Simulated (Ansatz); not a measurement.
An Ansatz input:

```yaml
crystal:
  lattice:
    - [3.67797968, 0.0, 0.0]
    - [-1.83898984, 3.1852238375, 0.0]
    - [0.0, 0.0, 5.8411324371]
  atoms:
    - { symbol: Gd, position: [0.3333333333, 0.6666666667, 0.25], spin: 7.191 }
    - { symbol: Gd, position: [0.6666666667, 0.3333333333, 0.75], spin: -7.191 }
hamiltonian:
  xc: blyp
  pseudopotentials:
    kind: paw
    azcp:
      Gd: "pseudopotentials/Gd.paw.azcp"
basis:
  ecutwfc: 420
  fft_grid_basis: typed
kpoints:
  mp_grid: { grid: [13, 13, 7], shift: [0, 0, 0] }
magnetization:
  spin_polarized: true
scf:
  occupations: { method: fermi_dirac, width: 0.05 }
```

Terminal output

```
Engine: ansatz 0.2.0, x86_64-unknown-linux-gnu
Pseudopotentials: kind: paw
Pseudopotential: Gd, paw, valence charge 18, recommended cutoff 420 eV (normal) 
Functional definition: BLYP
  parameter beta = 0.0042
  parameter a = 0.04918
  parameter b = 0.132
  parameter c = 0.2533
  parameter d = 0.349
  exchange = b88_x(beta = beta)
  correlation = lyp_c(a = a, b = b, c = c, d = d)
Crystal: 2 atoms, lattice volume = 68.430 Å³
Basis set: ecut = 420 eV, 1363 PW (Γ), exchange–correlation on 50×50×80 points (8 copies of the dense FFT grid, shifted against one another)
Bands: 31, of which v1, the nominal top of the filled ones, is band 18 counted from 1 (17 counted from 0)
Symmetry: 12 space group operations
Space group: P-6m2 (ITA 187), of the structure as read, at distance tolerance 4.1e-5 Å
Magnetic group: BNS 194.267 (UNI 1497), of the structure as read, at distance tolerance 4.1e-5 Å
k-points: 84 of 1183 (time reversal used)
Non-local potential: Gd, projectors of the file, l = 0: 3, l = 1: 2, l = 2: 2, l = 3: 3
PAW form: soft (Blöchl's): semilocal exchange-correlation on the pseudo side does not see the compensation charge
PAW frozen core: Gd, regenerated for the run's functional, and the local potential with it (the file was generated under x = pbe(κ = 0.804, μ = 0.2195149727645171), c = pbe(β = 0.06672455060314922))
PAW one-centre angular grid: Gd, 590 points (default); XC on 64 Gauss nodes
Initial density: superposition of atomic densities (chi_scale 0.1, normalization cell)
Starting moments: Σ|m| = 14.382 μB on 2 of 2 sites
Starting magnetic order: antiferromagnet; an inversion exchanges its spin sublattices: spin-degenerate at every k-point
Initial wavefunctions: pseudopotential atomic-orbital guess
Functional: x = b88, c = lyp
iter 1 solved again at ethr=6.70e-4 eV; its pass at ethr=3.10e-3 eV (dr2=2.41e-1 eV) is discarded
SCF iter   1: F=—  HF=-18706.399842 eV  |F-HF|=—  |Δ(HF+E_count)|=         —  Δρ=1.84e-2 (↑1.84e-2 ↓1.84e-2)  dr2=2.40e-1  dr2_m=1.53e-1  M=0.000 μB ∫|m|=14.223 μB  β_m=0.30  ethr=6.70e-4  ⟨swp⟩=1.2  Hψ=25607  notcnv=0
Mixer restart at iter 1: flushing history
spin=Collinear: Kerker preconditioning applied to the charge; magnetization (m = ρ↑ − ρ↓) channel mixes plain (no charge-response kernel on spin).
SCF iter   2: F=—  HF=-18706.496816 eV  |F-HF|=—  |Δ(HF+E_count)|=   9.70e-2  Δρ=1.55e-2 (↑1.55e-2 ↓1.55e-2)  dr2=1.84e-1  dr2_m=1.08e-1  M=0.000 μB ∫|m|=14.278 μB  β_m=0.41  ethr=6.66e-4  ⟨swp⟩=2.0  Hψ=6055  notcnv=0  defer=2
SCF iter   3: F=—  HF=-18706.709628 eV  |F-HF|=—  |Δ(HF+E_count)|=   2.13e-1  Δρ=6.34e-3 (↑6.34e-3 ↓6.33e-3)  dr2=4.61e-2  dr2_m=1.59e-2  M=-0.000 μB ∫|m|=14.489 μB  β_m=0.78  ethr=5.11e-4  ⟨swp⟩=3.0  Hψ=12153  notcnv=0  defer=108
SCF iter   4: F=—  HF=-18706.760611 eV  |F-HF|=—  |Δ(HF+E_count)|=   5.10e-2  Δρ=1.34e-3 (↑1.32e-3 ↓1.34e-3)  dr2=1.72e-3  dr2_m=4.41e-4  M=0.000 μB ∫|m|=14.643 μB  β_m=0.71  ethr=1.28e-4  ⟨swp⟩=3.0  Hψ=11965  notcnv=0  defer=116
SCF iter   5: F=—  HF=-18706.759817 eV  |F-HF|=—  |Δ(HF+E_count)|=   7.94e-4  Δρ=5.71e-4 (↑5.60e-4 ↓5.71e-4)  dr2=8.50e-4  dr2_m=6.29e-5  M=0.000 μB ∫|m|=14.666 μB  β_m=0.65  ethr=4.78e-6  ⟨swp⟩=3.9  Hψ=12625  notcnv=0  defer=102
SCF iter   6: F=—  HF=-18706.759670 eV  |F-HF|=—  |Δ(HF+E_count)|=   1.47e-4  Δρ=2.17e-4 (↑2.17e-4 ↓2.14e-4)  dr2=1.32e-4  dr2_m=8.14e-6  M=-0.000 μB ∫|m|=14.670 μB  β_m=0.79  ethr=2.36e-6  ⟨swp⟩=2.0  Hψ=9475  notcnv=0  defer=102
SCF iter   7: F=—  HF=-18706.759676 eV  |F-HF|=—  |Δ(HF+E_count)|=   5.30e-6  Δρ=7.85e-5 (↑7.85e-5 ↓7.17e-5)  dr2=1.76e-5  dr2_m=7.36e-7  M=-0.000 μB ∫|m|=14.671 μB  β_m=0.90  ethr=3.67e-7  ⟨swp⟩=2.4  Hψ=7750  notcnv=0  defer=102
SCF iter   8: F=—  HF=-18706.759682 eV  |F-HF|=—  |Δ(HF+E_count)|=   6.49e-6  Δρ=4.60e-5 (↑3.26e-5 ↓4.60e-5)  dr2=5.30e-6  dr2_m=1.16e-7  M=-0.000 μB ∫|m|=14.672 μB  β_m=0.68  ethr=4.88e-8  ⟨swp⟩=2.0  Hψ=8236  notcnv=0  defer=102
SCF iter   9: F=—  HF=-18706.759680 eV  |F-HF|=—  |Δ(HF+E_count)|=   2.01e-6  Δρ=1.25e-5 (↑1.25e-5 ↓1.09e-5)  dr2=2.64e-7  dr2_m=3.67e-8  M=-0.000 μB ∫|m|=14.672 μB  β_m=0.84  ethr=1.47e-8  ⟨swp⟩=2.6  Hψ=9085  notcnv=0  defer=102
SCF iter  10: F=—  HF=-18706.759681 eV  |F-HF|=—  |Δ(HF+E_count)|=   4.64e-7  Δρ=6.00e-6 (↑5.70e-6 ↓6.00e-6)  dr2=7.73e-8  dr2_m=7.85e-9  M=-0.000 μB ∫|m|=14.671 μB  β_m=0.92  ethr=7.33e-10  ⟨swp⟩=2.0  Hψ=8192  notcnv=0  defer=102
SCF iter  11: F=—  HF=-18706.759681 eV  |F-HF|=—  |Δ(HF+E_count)|=   1.05e-7  Δρ=1.02e-5 (↑7.49e-6 ↓1.02e-5)  dr2=1.28e-7  dr2_m=2.69e-8  M=0.000 μB ∫|m|=14.671 μB  β_m=0.96  ethr=2.15e-10  ⟨swp⟩=2.0  Hψ=8194  notcnv=0  defer=102
SCF iter  12: F=-18706.759681 eV  HF=-18706.759681 eV  |F-HF|=1.38e-8  |Δ(HF+E_count)|=   9.09e-9  Δρ=4.27e-6 (↑7.59e-7 ↓4.27e-6)  dr2=1.37e-8  dr2_m=3.00e-9  M=0.000 μB ∫|m|=14.671 μB  ethr=2.15e-10  ⟨swp⟩=1.2  Hψ=11128  notcnv=0
SCF 1 converged in 12 iterations: F = -18706.759681 eV  dr2 = 1.37e-8
SCF converged after 12 iterations
Magnetization: 0.0000 μB (18.0000 up, 18.0000 down)
Absolute magnetization: 14.6712 μB (∫|ρ↑−ρ↓|)
Spin contamination: 7.1676 ħ² per cell (⟨S²⟩ above its minimum at these occupations)
Per-site moments (μB) at R_I (Å): [(7.190196402113498, 1.4895126088530337), (-7.1901834781316305, 1.4895126088530337)]
Free energy (F): -18706.759681 eV
Harris-Foulkes:  -18706.759681 eV  (|F-HF|=1.38e-8)
Internal energy: -18706.728010 eV  (E = F + TS)
E sigma→0 (E₀):  -18706.743845 eV
Entropy (-TS):   -0.031671 eV (-15.835 meV/atom)
Fermi energy:    12.219958 eV
--- Per-component energies (eV) ---
  E_band       = -61.630819
  E_kinetic    = 801.859027
  E_local      = -4321.004785  (includes V_loc(G=0)·N_el)
  E_nonlocal   = 581.840595
  E_hartree    = 1788.437699
  E_xc         = -457.302080
  E_vxc        = -493.691171  (∫ρ·V_xc dr)
  E_paw        = -12950.700184  (= ΣΔE_a)
  E_vpaw       = -207.515904  (= ΣTr[D̂ρ^β])
  E_aug_tail   = 0.000000  (compensation charges beyond the density's cutoff)
  E_ewald      = -4150.138083
  E_core_change = 0.279801  (= ΣΔE_core)
  E_smearing   = -0.031671  (= −TS)
  E_closure    = -0.000000  (closes the sum)
  Σ components = -18706.759681   (vs F -18706.759681, Δ=0.00e0)
```

The f occupation was not exhaustively searched.
